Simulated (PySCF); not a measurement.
Molecule: SMILES Cn1nccn1, C3H5N3.

Atom-mapped SMILES (the numbers label the heavy atoms): `[CH3:1][n:2]1[n:3][cH:4][cH:5][n:6]1`; H(Xn) means a hydrogen on atom n.

Geometry PBE0-D3(BJ)/def2-SVP throughout; GIAO in PySCF 2.14.0 with density-fitted response routines, gas phase, one conformer, non-relativistic; equivalent atoms averaged; basis pcSseg-2.

Question: How do the shifts δ (against TMS, NH3 at the same level) depend on the functional? (ppm; last column core-seconds on 1 thread of an x86-64 server CPU, shared host)

Answer: 
```csv
functional,kind,C4/C5,C1,N3/N6,N2,H(C4)/H(C5),H(C1),core-s
WP04,global hybrid,144.1,44.6,369.6,274.2,7.44,4.00,25
B97-2,global hybrid,139.4,43.0,358.9,270.0,7.54,4.07,22
BHandHLYP,global hybrid,144.3,42.4,381.6,281.6,7.68,4.10,23
CAM-B3LYP,range-separated hybrid,145.3,43.2,375.7,281.0,7.59,4.09,30
wB97X-D,range-separated hybrid,144.0,43.5,369.8,276.1,7.61,4.06,32
LC-wPBE,range-separated hybrid,148.4,43.6,371.6,273.1,7.63,4.01,43
```

Question: Which nucleus moves most, in ppm?

Answer: N3/N6 (pyridine-type nitrogen of an azole): from 358.9 ppm with B97-2 to 381.6 ppm with BHandHLYP. The smallest spread is 0.11 ppm, at H(C1). Proton shifts span only some 12 ppm, so a few tenths of a ppm matter as much there as several ppm in carbon.
